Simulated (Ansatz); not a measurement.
A nudged elastic band was laid between two geometries of CH₆NS (9 atoms, charge 1, multiplicity 1).

Level of theory: RHF/def2-SVP (Ansatz).

| Item | Value |
| --- | --- |
| movable images | 7 |
| climbing image | yes |
| spring | 5.0 eV/Å² |
| optimiser | quadratic models (default) |
| start path | IDPP |
| force threshold | 0.03 eV/Å |
| iteration limit | 60 |
| end points | relaxed |

First end point:

```xyz
9
Properties=species:S:1:pos:R:3
N -0.684 0.477 -0.519
C 0.380 -0.516 -0.120
S 1.514 0.159 1.095
H -1.276 0.122 -1.266
H -0.266 1.346 -0.839
H -1.286 0.715 0.263
H 0.942 -0.746 -1.021
H -0.127 -1.413 0.223
H 0.803 -0.143 2.184
```

Last end point:

```xyz
9
Properties=species:S:1:pos:R:3
N -0.769 0.422 -0.442
C 0.241 -0.606 0.006
S 0.959 -0.199 1.599
H -1.232 0.151 -1.305
H -0.338 1.328 -0.597
H -1.484 0.558 0.267
H 0.980 -0.699 -0.783
H -0.297 -1.545 0.105
H 1.939 0.591 1.151
```

Which bonds break or form, and what moves?

No bond is made or broken. The dihedral N1–C2–S3–H9 goes from 86 to -86°. The two ends are copies of one structure, up to a mirror image or an exchange of like atoms.

Give the energies along the band, and the barrier.

The run converged. The highest image is number 4 of 0 to 8, 8.5 kcal/mol above the ends, which have the same energy within 2 meV. A vibrational analysis at the climbing image gives one clearly imaginary mode, 410i cm⁻¹: a first-order saddle point. Limits of this set-up: the dipole of an ion depends on the origin.

```
image  path coordinate (Å)  energy (kcal/mol)  dihedral N1–C2–S3–H9 (°)
    0                 0.00                0.0                        86
    1                 0.37                0.6                        71
    2                 0.74                3.0                        50
    3                 1.11                6.6                        26
    4                 1.47                8.5                         0
    5                 1.84                6.6                       -26
    6                 2.21                3.0                       -50
    7                 2.58                0.6                       -71
    8                 2.95                0.0                       -86
```

What is the geometry of the highest image?


```xyz
9
Properties=species:S:1:pos:R:3:forces:R:3
N -0.731 0.356 -0.319 -0.02 0.01 -0.01
C 0.424 -0.589 -0.223 -0.02 0.00 -0.01
S 1.523 -0.247 1.193 0.01 0.00 0.01
H -1.318 0.134 -1.118 0.00 0.00 0.00
H -0.425 1.319 -0.432 0.01 -0.01 0.00
H -1.322 0.318 0.506 0.01 -0.01 0.00
H 0.976 -0.507 -1.155 0.00 0.00 0.00
H 0.006 -1.588 -0.140 0.00 0.00 0.00
H 0.867 0.805 1.688 0.00 0.00 0.00
```

What are the harmonic wavenumbers there?

410i, 308, 354, 736, 898, 975, 1057, 1131, 1198, 1439, 1493, 1615, 1644, 1760, 1764, 2865, 3272, 3351, 3602, 3696, 3703 cm⁻¹.

The run took 39 s on 1 CPU thread of a shared host.
